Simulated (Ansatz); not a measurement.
Structure relaxation of LiHf3Si

Theory: DFT PBE, scalar-relativistic, plane waves, PAW in Ansatz 0.2.0. Cutoff 420 eV, Γ-centred k mesh, Gaussian smearing, no spin polarisation in the final step.

The start puts LiHf3Si on the tetragonal perovskite structure type (P4mm, No. 99), with Li in place of Ba, Si in place of Ti, Hf in place of O, at a guessed volume.

```
Li Hf Si
1.0
     4.17456    0.00000    0.00000
     0.00000    4.17456    0.00000
     0.00000    0.00000    4.22687
Li Hf Si
1 3 1
Direct
  0.00000 0.00000 0.00000
  0.50000 0.50000 0.97500
  0.00000 0.50000 0.48500
  0.50000 0.00000 0.48500
  0.50000 0.50000 0.51500
```

Cell and atoms relax at zero pressure; the relaxation can't lower the symmetry of the start. After a coarse first stage the cell is made exact in the group found at 0.06 Å.

The zero of energy is the elements' standard structures at the same level; no fitted shifts are applied.

(1) Which crystal results?

(2) What are its volume, energy, density and gap?

## Answers

(1) It keeps P4mm (No. 99). The result still has the tetragonal perovskite structure. Conventional cell: a = 4.896 Å, c = 5.103 Å. Around Li lie 8 Hf at 3.36–3.48 Å, 4 Hf at 3.72 Å and 4 Si at 4.10 Å (next Si at 4.52 Å); Hf on Wyckoff site b (1 atom of the primitive cell) has 2 Si at 2.54–2.56 Å; around Hf on Wyckoff site c (2 atoms of the primitive cell) lie 2 Si at 2.52 Å; around Si lie 6 Hf at 2.52–2.56 Å.

```
Li Hf Si
1.0
     4.89620    0.00000    0.00000
     0.00000    4.89620    0.00000
     0.00000    0.00000    5.10332
Li Hf Si
1 3 1
Direct
  0.00000 0.00000 0.99979
  0.50000 0.50000 0.93203
  0.00000 0.50000 0.54906
  0.50000 0.00000 0.54906
  0.50000 0.50000 0.43005
```

(2) The volume per atom is 24.47 Å³. The density is 7.74 g/cm³. The energy over the elements is 0.39 eV/atom and the gap on the 8×8×8 mesh is 0 eV (a metal).

The final run used a 8×8×8 mesh on its 5-atom cell and 0.10 eV smearing. For metals, differences of a few meV/atom aren't resolved. Spin–orbit coupling is left out. Symmetry constrained the relaxation, so the result can be a saddle point.

Cost: 3 runs of about 7.8 core-minutes in all, on Arm Neoverse V2 (shared hosts).